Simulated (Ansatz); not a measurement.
**C4H5F: how energies converge with the basis set**

The task here is to estimate one member of a computed series from the others.

The runs use Ansatz 0.2.0, Gaussian basis; one geometry, several basis sets.

The runs, in order: PBE0-D4/def2-SVP; ωB97M-V/def2-SVP; PBE0-D4/def2-QZVPP; ωB97M-V/def2-QZVPP; CCSD(T)/cc-pV(D+d)Z; CCSD(T)/cc-pV(T+d)Z; CCSD(T)/cc-pV(Q+d)Z; the functionals' def2-TZVPP values are taken from earlier runs.

**The geometry**

All runs share one geometry, relaxed beforehand with PBE0-D4 in a triple-zeta def2 set.

SMILES `C=C/C=C/F`, 10 atoms, charge 0, spin multiplicity 1.

Atoms are counted from 1 here; the program's logs count them from 0.

Bond lengths: C1–C2 1.332 Å, C1–H6 1.085 Å, C1–H7 1.083 Å, C2–C3 1.445 Å, C2–H8 1.088 Å, C3–C4 1.327 Å, C3–H9 1.086 Å, C4–F5 1.334 Å, C4–H10 1.085 Å. Angles: C2–C1–H6 121.4°, C2–C1–H7 121.4°, H6–C1–H7 117.2°, C1–C2–C3 124.3°, C1–C2–H8 119.2°, C3–C2–H8 116.5°, C2–C3–C4 122.3°, C2–C3–H9 118.9°, C4–C3–H9 118.8°, C3–C4–F5 122.0°, C3–C4–H10 125.4°, F5–C4–H10 112.5°.

Set-up of the first run:

Contents of in.yaml:

```yaml
crystal:
  periodic: [false, false, false]
  atoms:
    - {symbol: C, position_ang: [-1.374549, 1.241699, -0.081582]}
    - {symbol: C, position_ang: [-0.153264, 0.719766, 0.021999]}
    - {symbol: C, position_ang: [0.132948, -0.696153, -0.023728]}
    - {symbol: C, position_ang: [1.366287, -1.173118, 0.083745]}
    - {symbol: F, position_ang: [1.624892, -2.480977, 0.041388]}
    - {symbol: H, position_ang: [-2.249184, 0.612703, -0.210008]}
    - {symbol: H, position_ang: [-1.536363, 2.311391, -0.041088]}
    - {symbol: H, position_ang: [0.698590, 1.384066, 0.150059]}
    - {symbol: H, position_ang: [-0.688979, -1.394544, -0.150235]}
    - {symbol: H, position_ang: [2.262725, -0.576034, 0.212451]}
basis:
  gaussian: {orbitals: def2-SVP}
hamiltonian: {xc: pbe0, dispersion: d4}
output: {orbitals: {seedname: orbitals}}
```

On the command line:

```sh
$ ansatz run in.yaml --threads 2 --pin off --events-out ev --progress --plain --max-ram 22528MiB --backend cpu
```

Among the steps run: PBE0-D4 in def2-SVP; ωB97M-V in def2-SVP; PBE0-D4 in def2-QZVPP; ωB97M-V in def2-QZVPP.

One table of the session follows, with a row left open; its other results are not shown here.

```
functional       basis  HOMO (eV)
   PBE0-D4    def2-SVP          ?
   PBE0-D4  def2-TZVPP      -6.74
   PBE0-D4  def2-QZVPP      -6.76
   ωB97M-V    def2-SVP      -8.75
   ωB97M-V  def2-TZVPP      -8.84
   ωB97M-V  def2-QZVPP      -8.86
```

Q: Estimate the row for PBE0-D4, def2-SVP from the others.

**Answer.** HOMO (eV): -6.66. In the column «HOMO (eV)» it is the highest.
